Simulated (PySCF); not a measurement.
Delta-SCF ions had no search for a lower state. 

# CH₄, SMILES `C` (charge 0, multiplicity 1)

The numbers are results of PBE-D3(BJ)/def2-TZVP // PBE0-D3(BJ)/def2-TZVP (PySCF), not measurements.

HOMO: -9.44 eV
dipole moment: 0.00 D
HOMO–LUMO gap: 10.36 eV
LUMO: 0.92 eV
vertical ionisation energy (Delta-SCF): 13.95 eV
adiabatic ionisation energy (no zero-point term): 12.45 eV
hole reorganisation energy (four-point): 3.009 eV
total energy: -1101.09 eV
cost: very roughly 15 core-seconds

```xyz
5

C      0.0000     0.0000     0.0000
H     -0.3477    -0.7971    -0.6565
H      0.8486    -0.3548     0.5842
H      0.3048     0.8573    -0.5995
H     -0.8057     0.2946     0.6718
```
Charge 0, spin multiplicity 1.
